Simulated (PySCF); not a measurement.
Compound: methyl isopropyl ketone, C₅H₁₀O.
InChI=1S/C5H10O/c1-4(2)5(3)6/h4H,1-3H3

Computed with PySCF at CAM-B3LYP/def2-SVPD, non-relativistic, on one gas-phase PBE0-D3(BJ)/def2-SVP geometry that isn't relaxed in the solvent. The solvent is an IEF-PCM continuum (cavity from Bondi-type radii × 1.2), and excitations are vertical TDDFT with non-equilibrium linear response and a frozen core. The model holds no explicit solvent molecules, cavitation or dispersion.

Gas-phase singlets (H = HOMO, L = LUMO):

| state | E (eV) | λ (nm) | f | leading configurations |
| --- | --- | --- | --- | --- |
| S1 | 4.461 | 278 | 0.000 | H→L 93% |
| S2 | 6.979 | 178 | 0.015 | H→L+1 88% |
| S3 | 8.008 | 155 | 0.012 | H→L+2 71%, H→L+4 16% |
| S4 | 8.109 | 153 | 0.001 | H→L+3 89% |
| S5 | 8.146 | 152 | 0.057 | H→L+4 72%, H→L+2 14% |

Q: What are the lowest 5 singlets in benzene (ε = 2.271)?

A: 
```csv
state,E (eV),λ (nm),f,leading configurations,change by rank (eV)
S1,4.516,275,0.000,H→L 95%,+0.055
S2,7.090,175,0.023,H→L+1 88%,+0.111
S3,8.075,154,0.023,"H→L+2 45%, H-1→L 28%",+0.067
S4,8.107,153,0.004,"H-1→L 45%, H-2→L 27%",-0.002
S5,8.225,151,0.106,"H→L+4 51%, H→L+2 15%",+0.079
```

Q: What are the lowest 5 singlets in chloroform (ε = 4.711)?

A: 
| state | E (eV) | λ (nm) | f | leading configurations | change by rank (eV) |
| --- | --- | --- | --- | --- | --- |
| S1 | 4.554 | 272 | 0.000 | H→L 96% | +0.093 |
| S2 | 7.143 | 174 | 0.025 | H→L+1 88% | +0.164 |
| S3 | 8.036 | 154 | 0.019 | H-1→L 78%, H-2→L 14% | +0.028 |
| S4 | 8.123 | 153 | 0.009 | H→L+2 52%, H→L+4 26% | +0.014 |
| S5 | 8.254 | 150 | 0.080 | H→L+4 35%, H-2→L 23% | +0.108 |

Q: The ground-state energy changes by -0.170 eV from gas to chloroform. By how much does the total energy of gas-phase S1 change?

A: E(S1) = E(S0) + excitation energy, so it changes by -0.170 + 0.093 = -0.077 eV: it is lowered less than the ground state, which is what a blue shift means. This is the vertical state, with the slow part of the continuum still set for S0.

Q: How do the frontier levels move from gas to chloroform?

A: 
| orbital | gas (eV) | solvent (eV) | change (eV) |
| --- | --- | --- | --- |
| LUMO+2 | 1.92 | 2.10 | +0.18 |
| LUMO+1 | 1.18 | 1.37 | +0.19 |
| LUMO | 0.75 | 0.76 | +0.01 |
| HOMO | -8.64 | -8.72 | -0.08 |
| HOMO-1 | -11.04 | -10.89 | +0.15 |
| HOMO-2 | -11.18 | -11.05 | +0.13 |
| HOMO-3 | -11.61 | -11.53 | +0.08 |

The HOMO–LUMO gap goes from 9.39 to 9.48 eV.

Rough CPU time on one thread of a shared machine: about 70 s. This is the whole response run at CAM-B3LYP/def2-SVPD in chloroform, SCF included.

Conformer computed: `[CH3:1][C:2](=[O:3])[CH:4]([CH3:5])[CH3:6]`: C1–C2–C4–C5 152°.
